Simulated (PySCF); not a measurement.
**C5H8F: g tensor and hyperfine couplings**

Species: C5H8F (doublet state).
Geometry (PBE0-D3(BJ)/def2-SVP, Å), atoms numbered from 1 in this order:
```
atom  x, y, z in Å
C1     2.307    0.783    0.474
C2     1.317    0.292   -0.239
C3    -0.084    0.022    0.266
C4    -0.462   -1.446    0.098
C5    -1.060    0.931   -0.465
F6    -2.344    0.699   -0.037
H7     2.472    1.115    1.500
H8     1.493    0.041   -1.297
H9    -0.130    0.285    1.337
H10    0.199   -2.093    0.692
H11   -0.380   -1.755   -0.957
H12   -1.500   -1.611    0.421
H13   -1.017    0.745   -1.554
H14   -0.813    1.990   -0.283
```

The hyperfine couplings belong to this conformer and change with its torsions.

Identity: `[H]/[C]=C\[C@H](C)CF` [radical].

Theory: UKS B3LYP, IGLO-III on C F, pcH-1 on H, non-relativistic, mean-field spin-orbit, GIAO (PySCF). The structure is a single PBE0-D3(BJ)/def2-SVP conformer in the gas phase; no vibrational or solvent corrections. The SCF solution wasn't tested for stability.

| Quantity | Value |
| --- | --- |
| g1, g2, g3 | 2.00180, 2.00224, 2.00268 |
| g_iso | 2.00224 |
| Form of g | rhombic: the two nearest values differ by 50 % of g3 − g1 |
| ⟨S²⟩ | 0.7599 (exact 0.7500) |
| Total energy | -295.20740 Eh |
| Basis functions | 290 |

Hyperfine couplings atom by atom, in MHz; T1 to T3 are the principal values of the dipolar part; ρ(0) is the spin density at the nucleus:

| atom | isotope | a_iso | T1 | T2 | T3 | Mulliken spin population | ρ(0) (bohr⁻³) |
| --- | --- | --- | --- | --- | --- | --- | --- |
| C1 | 13C | 328.0 | -80.1 | -57.0 | 137.0 | 1.02 | 0.2918 |
| C2 | 13C | -12.0 | -20.0 | 2.7 | 17.4 | -0.14 | -0.0107 |
| C3 | 13C | 69.4 | -8.0 | -7.0 | 14.9 | 0.06 | 0.0618 |
| C4 | 13C | -4.6 | -0.6 | -0.5 | 1.1 | 0.00 | -0.0041 |
| C5 | 13C | -4.9 | -0.6 | -0.1 | 0.7 | 0.00 | -0.0043 |
| F6 | 19F | 9.1 | -5.8 | -5.4 | 11.2 | 0.00 | 0.0022 |
| H7 | 1H | 50.4 | -31.5 | -7.7 | 39.3 | 0.01 | 0.0113 |
| H8 | 1H | 101.3 | -6.3 | -5.9 | 12.2 | 0.04 | 0.0227 |
| H9 | 1H | -3.5 | -6.1 | -1.3 | 7.4 | 0.00 | -0.0008 |
| H10 | 1H | 1.8 | -1.5 | -1.1 | 2.7 | 0.00 | 0.0004 |
| H11 | 1H | 0.0 | -1.3 | -0.8 | 2.1 | 0.00 | 0.0000 |
| H12 | 1H | 4.4 | -1.0 | -0.6 | 1.7 | 0.00 | 0.0010 |
| H13 | 1H | 0.3 | -1.3 | -0.9 | 2.2 | 0.00 | 0.0001 |
| H14 | 1H | 0.4 | -1.7 | -1.2 | 2.9 | 0.00 | 0.0001 |

Largest spin populations (Mulliken): C1 (+1.02), C2 (-0.14) and C3 (+0.06). C1 is the only atom above +0.15.

Axes: g1 points within 11° of the C1–H7 bond and g2 points within 5° of the C2–C3 bond.

Under fast tumbling the dipolar parts average out, and these isotropic splittings remain: 1 × 1H (H8, I = 1/2, 2 lines) with 3.61 mT, 1 × 1H (H7, I = 1/2, 2 lines) with 1.80 mT, 1 × 19F (F6, I = 1/2, 2 lines) with 0.32 mT, 1 × 1H (H9, I = 1/2, 2 lines) with 0.12 mT and 3 × 1H (H10/H11/H12, I = 1/2, 4 lines) with 0.07 mT.

Class means assume fast exchange of nuclei equivalent by connectivity; if that motion is slow, each nucleus keeps its own coupling.

The 13C coupling of C1 (328.0 MHz) shows only in satellite lines or after enrichment, since that isotope makes up about 1.07 % of natural carbon.

β density exceeds α density at some nuclei, such as C2 (-0.0107), C5 (-0.0043) and C4 (-0.0041), spin density in bohr⁻³. In a single determinant that takes different orbitals for the two spins, that is spin polarisation.
